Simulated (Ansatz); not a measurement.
# SrTiO3: computed properties

Level of theory: Ansatz 0.2.0, DFT r2SCAN, scalar-relativistic, plane waves, PAW.

Plane waves to 500 eV, a k mesh through Γ of 8×8×8 on the computed 5-atom cell and Gaussian smearing (0.02 eV); no spin polarisation.

The structure is relaxed at this level of theory with its symmetry kept. Whether it is the stable form of this composition wasn't checked.

```cif
data_structure
_symmetry_space_group_name_H-M 'Pm-3m'
_symmetry_Int_Tables_number 221
_cell_length_a 3.9068
_cell_length_b 3.9068
_cell_length_c 3.9068
_cell_angle_alpha 90.000
_cell_angle_beta 90.000
_cell_angle_gamma 90.000
_cell_volume 59.63
loop_
_atom_site_label
_atom_site_type_symbol
_atom_site_symmetry_multiplicity
_atom_site_Wyckoff_symbol
_atom_site_fract_x
_atom_site_fract_y
_atom_site_fract_z
_atom_site_occupancy
Sr1 Sr 1 b 0.50000 0.50000 0.50000 1
Ti1 Ti 1 a 0.00000 0.00000 0.00000 1
O1 O 3 d 0.50000 0.00000 0.00000 1
```

(1) Formation energy from the elements' standard states (uncorrected)?

(2) Generalised Kohn–Sham band gap?

(3) Löwdin character of the top 1 eV of the valence band?

(4) Löwdin character of the lowest 1 eV of the conduction band?

(5) Electron masses at the edge by Cartesian direction of the standard setting (m_e; degenerate bands sorted by energy; no spin-orbit coupling)?

(6) Hole masses at the edge by Cartesian direction of the standard setting (m_e; degenerate bands sorted by energy; no spin-orbit coupling)?

(7) Bulk modulus?

(8) Its pressure derivative?

(9) Bader charges (e)?

A ferromagnetic start lost its moments in a first run, so spin was left out; other magnetic orders weren't tried.

Answers

(1) -3.458 eV/atom.

(2) 2.26 eV, indirect from R to Γ.

(3) O 2p 95 %.

(4) Ti 3d 89 %, O 2p 9 %.

(5) x: 6.7, 0.41, 0.41; y: 6.7, 0.41, 0.41; z: 6.7, 0.41, 0.41.

(6) x: 10, 0.79, 0.79; y: 10, 0.79, 0.79; z: 10, 0.79, 0.79.

(7) 189 GPa.

(8) 4.4.

(9) Sr (1 in the cell) 1.63, Ti (1 in the cell) 2.34, O (3 in the cell) -1.32.

Symmetry holds off the tilts and polar distortions that many cubic perovskites undergo.

Cost: 8 runs of about 0.93 core-minutes in all, on AMD EPYC 9R45 (Zen 5) (shared hosts).